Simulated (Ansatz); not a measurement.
Species: H2N, SMILES `[NH2]` (charge 0, multiplicity 2).

Question: Give a relaxed geometry from CAM-B3LYP-D3(BJ)/def2-TZVP in Ansatz (a program for electronic structure).

Answer: the end point of this relaxation (outside a Z-matrix the atoms follow the SMILES, hydrogens last).
Bonds (Å): N1–H2 1.026, N1–H3 1.026. Angles (°): H2–N1–H3 103.7.
